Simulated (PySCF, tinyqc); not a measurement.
Inside a calculation. Method: FCI on RHF in the sto-3g basis, for HF, spin multiplicity 1. The lowest restricted solution is unstable here: a spin-polarised one lies 0.0842 hartree lower (PySCF). One step of it, computed by the program tinyqc.

Question. FCI: roots. Diagonalise (each vector has its largest component positive (the first on a tie)); all determinants have Ms = 0, so triplets appear too. The lowest singlet root is the correlation energy.

Occupation strings over the orbitals (2 doubly, a alpha, b beta, 0 empty; spin orbitals ordered 1a 1b 2a 2b ...): 222220 2222ab 2a222b a2222b 2222ba 2b222a b2222a 222202 2a22b2 a222b2 222022 220222 2b22a2 202222 ab2222 b222a2 ba2222 022222

H - E(HF) between determinants (hartree), lower triangle:
```
           222220     2222ab     2a222b     a2222b     2222ba     2b222a     b2222a     222202
222220   0.000000
2222ab   0.000000   0.242367
2a222b   0.000000  -0.009045   1.081764
a2222b   0.000000  -0.009271   0.028262  25.354926
2222ba   0.000000  -0.272577  -0.019286   0.003081   0.242367
2b222a   0.000000  -0.019286  -0.091696  -0.019912  -0.009045   1.081764
b2222a   0.000000   0.003081  -0.019912  -0.016650  -0.009271   0.028262  25.354926
222202   0.272577   0.045334  -0.054919  -0.001015  -0.045334   0.054919   0.001015   0.506819
2a22b2  -0.019286   0.054919  -0.252220   0.007522  -0.021098   0.090638   0.019948   0.039707
a222b2   0.003081   0.001015   0.007522  -0.431662  -0.007110   0.021631   0.013975   0.016121
222022   0.027335   0.025408   0.016782   0.004028  -0.025408  -0.016782  -0.004028   0.029951
220222   0.027335   0.025408   0.016782   0.004028  -0.025408  -0.016782  -0.004028   0.029951
2b22a2   0.019286  -0.021098   0.090638   0.019948   0.054919  -0.252220   0.007522  -0.039707
202222   0.091696   0.090638   0.011661  -0.002573  -0.090638  -0.011661   0.002573   0.114925
ab2222  -0.019912  -0.019948   0.002573  -0.050649   0.021631  -0.007178   0.009499  -0.020462
b222a2  -0.003081  -0.007110   0.021631   0.013975   0.001015   0.007522  -0.431662  -0.016121
ba2222   0.019912   0.021631  -0.007178   0.009499  -0.019948   0.002573  -0.050649   0.020462
022222   0.016650   0.013975   0.009499  -0.065034  -0.013975  -0.009499   0.065034   0.015276

           2a22b2     a222b2     222022     220222     2b22a2     202222     ab2222     b222a2
2a22b2   1.375591
a222b2   0.028766  25.641560
222022   0.016023   0.003853   0.636163
220222   0.016023   0.003853   0.053770   0.636163
2b22a2  -0.114925  -0.020462  -0.016023  -0.016023   1.375591
202222   0.076374  -0.002662   0.193224   0.193224  -0.076374   2.472447
ab2222   0.002662  -0.115261  -0.040553  -0.040553   0.012488  -0.012711  26.921175
b222a2  -0.020462  -0.015276  -0.003853  -0.003853   0.028766   0.002662   0.008535  25.641560
ba2222   0.012488   0.008535   0.040553   0.040553   0.002662   0.012711  -0.082335  -0.115261
022222   0.008535  -0.039797   0.029509   0.029509  -0.008535   0.082335   0.492939   0.039797

           ba2222     022222
ba2222  26.921175
022222  -0.492939  55.120520
```

Give: lowest roots of this matrix, relative to E(HF); lowest vectors; <S^2> of these roots; weight of the ground state by excitation level 0, 1, 2, ....

Answer.

lowest roots of this matrix, relative to E(HF) (hartree): -0.123  -0.032  0.480  0.582  0.590  0.680  0.915  0.963

lowest vectors:
```
        root 1  root 2  root 3  root 4
222220   0.914   0.000  -0.175   0.000
2222ab   0.030   0.707   0.656   0.000
2a222b  -0.012   0.017  -0.059   0.000
a2222b   0.000   0.000   0.000   0.000
2222ba  -0.030   0.707  -0.656   0.000
2b222a   0.012   0.017   0.059   0.000
b2222a   0.000   0.000   0.000   0.000
222202  -0.400   0.000  -0.298   0.000
2a22b2   0.018  -0.016  -0.058   0.000
a222b2   0.000   0.000   0.000   0.000
222022  -0.014   0.000  -0.058   0.707
220222  -0.014   0.000  -0.058  -0.707
2b22a2  -0.018  -0.016   0.058   0.000
202222  -0.015   0.000  -0.018   0.000
ab2222   0.000   0.000   0.000   0.000
b222a2   0.000   0.000   0.000   0.000
ba2222   0.000   0.000   0.000   0.000
022222   0.000   0.000   0.000   0.000
```

<S^2> of these roots: 0.000  2.000  0.000  0.000  0.000  0.000  2.000  0.000

weight of the ground state by excitation level 0, 1, 2, ...: 0.836  0.002  0.162

The reference has a weight of only 0.84: one determinant is a poor start here. A root of higher spin lies below E(HF).
